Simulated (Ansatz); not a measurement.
The first iterations of a band of H₆OSi₂ (9 atoms, charge 0, multiplicity 1).

All numbers below come from Ansatz 0.2.0, RHF/def2-SVP.

```yaml
movable_images: 9
climbing_image: yes
spring: 5.0 eV/Å²
optimiser: quadratic models (default)
start_path: through a guess of the saddle point
force_threshold: 0.05 eV/Å
iteration_limit: 60
end_points: relaxed
```

Initial state:

```xyz
9
Properties=species:S:1:pos:R:3
Si 0.381 0.045 -0.219
O -0.074 -0.232 1.328
Si -0.589 -0.488 2.859
H -1.565 -1.601 2.883
H 0.562 -0.831 3.724
H -1.237 0.736 3.383
H 1.851 -0.073 -0.337
H -0.030 1.407 -0.629
H -0.259 -0.943 -1.116
```

Final state:

```xyz
9
Properties=species:S:1:pos:R:3
Si 0.209 0.163 -0.795
O 0.728 -0.286 1.184
Si -0.317 -0.461 2.519
H -1.206 -1.606 2.276
H 0.554 -0.712 3.686
H -1.066 0.793 2.669
H 1.650 -0.490 1.273
H -0.530 1.388 -0.294
H -0.981 -0.769 -0.642
```

| iteration | highest image above the first end (eV) | largest band force component (eV/Å) |
| --- | --- | --- |
| 1 | 5.978 | 5.979 |
| 2 | 4.922 | 3.610 |
| 3 | 4.668 | 1.512 |
| 4 | 4.384 | 1.146 |
| 5 | 4.421 | 1.436 |

Question: Does the band converge within its limit, and where does its top end?

Answer: The forces met the threshold. It ended after 15 iterations with the highest image 4.355 eV above the first end. Neighbouring images differ by up to 1.8 eV, so the band resolves the path poorly. A vibrational analysis at the climbing image gives 2 clearly imaginary modes (2106i, 59i cm⁻¹): a point of higher order. A lower path may pass nearby, or the ends, which weren't checked, may share the extra mode. The orbitals stay closed-shell, which can raise the energy where a bond breaks towards radicals; this wasn't checked here.

The run took 89 s on 1 thread of Intel(R) Xeon(R) 6975P-C (Granite Rapids), with other jobs on the host, peak memory 0.15 GiB.
